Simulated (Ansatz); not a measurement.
# CH₅N (triplet): from Hartree-Fock to the top rungs at distance C1–H5 along a hydrogen transfer = 1.199 Å, cc-pVDZ

Aim: climb from Hartree-Fock through coupled cluster and multireference methods for CH₅N (triplet) at one geometry and basis, and see what each rung misses.

The runs use Ansatz 0.2.0, Gaussian basis; cc-pVDZ, core rule «outside noble gas», up to 2 orbitals frozen.

To be run: UHF; CCSD(T) on ROHF; CCSD(T) on UHF; BCCD(T) on ROHF; CISD; CCSDT(Q) on ROHF; CCSDT(Q) on UHF; CASSCF and MRCISD+Q, 4 electrons in 4 orbitals; CASSCF and NEVPT2, 4 electrons in 4 orbitals.

**1. The geometry**

The geometry derives from fragments relaxed apart (PBE0/def2-TZVP) and kept rigid, so it is no stationary point. A hydrogen atom is moved between rigid fragments.

7 atoms, charge 0, spin multiplicity 3.

Atoms are counted from 1 here; the program's logs count them from 0.

Bond lengths: C1–H2 1.090 Å, C1–H3 1.090 Å, C1–H4 1.090 Å, C1–H5 1.199 Å, H5–N6 1.186 Å, N6–H7 1.040 Å. Angles: H2–C1–H3 109.5°, H2–C1–H4 109.5°, H2–C1–H5 109.5°, H3–C1–H4 109.5°, H3–C1–H5 109.5°, H4–C1–H5 109.5°, C1–H5–N6 180.0°, H5–N6–H7 105.0°.

**2. UHF**

in.yaml

```yaml
crystal:
  periodic: [false, false, false]
  atoms:
    - {symbol: C, position_ang: [-1.165318, 0.032592, 0.000000]}
    - {symbol: H, position_ang: [-1.528523, 1.059892, 0.000000]}
    - {symbol: H, position_ang: [-1.528524, -0.481059, 0.889668]}
    - {symbol: H, position_ang: [-1.528523, -0.481059, -0.889669]}
    - {symbol: H, position_ang: [0.033682, 0.032592, 0.000000]}
    - {symbol: N, position_ang: [1.219682, 0.032592, 0.000000]}
    - {symbol: H, position_ang: [1.488764, -0.971635, 0.000000]}
basis:
  gaussian: {orbitals: cc-pVDZ}
magnetization: {spin_polarized: true, initial_magnetization: 2}
hamiltonian: {xc: hf}
output: {orbitals: {seedname: orbitals}}
```

Command:

```
$ ansatz run in.yaml --threads 1 --pin off --events-out ev --progress --plain --max-ram 4096MiB --backend cpu
```

The runs that follow: CCSD(T) on ROHF; CCSD(T) on UHF; BCCD(T) on ROHF; CISD; CCSDT(Q) on ROHF; CCSDT(Q) on UHF; CASSCF and MRCISD+Q, 4 electrons in 4 orbitals; CASSCF and NEVPT2, 4 electrons in 4 orbitals.

Q: Predict the results of all the runs planned. Wanted: UCCSDT(Q) below the RHF energy; RMP2 from UCCSDT(Q); UMP2 from UCCSDT(Q); RCCSD from UCCSDT(Q); RCCSD(T) from UCCSDT(Q); UCCSD(T) from UCCSDT(Q); RCCSDT(Q) from UCCSDT(Q); NEVPT2 pair from UCCSDT(Q); MRCISD+Q pair from UCCSDT(Q).

The runs gave:

| quantity | value |
| --- | --- |
| UCCSDT(Q) below the RHF energy | -9.5566 eV |
| RMP2 from UCCSDT(Q) | +29.62 kcal/mol |
| UMP2 from UCCSDT(Q) | +31.36 kcal/mol |
| RCCSD from UCCSDT(Q) | +5.75 kcal/mol |
| RCCSD(T) from UCCSDT(Q) | +0.81 kcal/mol |
| UCCSD(T) from UCCSDT(Q) | +0.82 kcal/mol |
| RCCSDT(Q) from UCCSDT(Q) | +0.03 kcal/mol |
| NEVPT2 pair from UCCSDT(Q) | +30.67 kcal/mol |
| MRCISD+Q pair from UCCSDT(Q) | +2.69 kcal/mol |
| levels within 1 kcal/mol (43 meV) | RCCSD(T), UCCSD(T), BCCD(T), RCCSDT, UCCSDT, RCCSDT(Q) |
| T1 diagnostic | 0.020 |

**Reading.** RCCSD(T) misses by +0.81 kcal/mol, 0.4 % of the correlation energy. Of the multireference levels listed MRCISD+Q pair comes nearest in total energy (+2.69 kcal/mol), which doesn't show that its space is the better one. These misses are within one basis, not against nature; the frozen cores of restricted and unrestricted runs differ, which can shift their rows.
